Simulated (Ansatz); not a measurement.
# Nitrogen (N₂): how energies converge with the basis set

The task here is to estimate one member of a computed series from the others.

Computed with Ansatz 0.2.0, Gaussian basis. Level: one geometry, several basis sets.

Plan: PBE0-D4/def2-SVP; ωB97M-V/def2-SVP; PBE0-D4/def2-QZVPP; ωB97M-V/def2-QZVPP; CCSD(T)/cc-pV(D+d)Z; CCSD(T)/cc-pV(T+d)Z; CCSD(T)/cc-pV(Q+d)Z; the functionals' def2-TZVPP values are taken from earlier runs.

### The geometry

All runs share one geometry, relaxed beforehand with PBE0-D4 in a triple-zeta def2 set.

SMILES `N#N`, 2 atoms, charge 0, spin multiplicity 1.

Atoms are counted from 1 here; the program's logs count them from 0.

Bond lengths: N1–N2 1.090 Å.

Set-up of the first run:

File in.yaml:

```yaml
crystal:
  periodic: [false, false, false]
  atoms:
    - {symbol: N, position_ang: [0.465460, -0.150322, 0.239808]}
    - {symbol: N, position_ang: [-0.465460, 0.150322, -0.239808]}
basis:
  gaussian: {orbitals: def2-SVP}
hamiltonian: {xc: pbe0, dispersion: d4}
output: {orbitals: {seedname: orbitals}}
```

Among the steps run: PBE0-D4 in def2-SVP; ωB97M-V in def2-SVP; PBE0-D4 in def2-QZVPP; ωB97M-V in def2-QZVPP.

One table of the session follows, with a row left open; its other results are not shown here.

It belongs to the step «Functionals by basis». 

| functional | basis | HOMO (eV) | LUMO (eV) |
| --- | --- | --- | --- |
| PBE0-D4 | def2-SVP | -12.05 | -0.23 |
| PBE0-D4 | def2-TZVPP | -12.18 | -0.42 |
| PBE0-D4 | def2-QZVPP | ? | ? |
| ωB97M-V | def2-SVP | -14.61 | 2.44 |
| ωB97M-V | def2-TZVPP | -14.79 | 2.12 |
| ωB97M-V | def2-QZVPP | -14.78 | 2.02 |

Q: Estimate the row for PBE0-D4, def2-QZVPP from the others.

As computed: HOMO (eV): -12.17; LUMO (eV): -0.46. In the column «HOMO (eV)» it lies between PBE0-D4, def2-TZVPP (-12.18) and PBE0-D4, def2-SVP (-12.05).
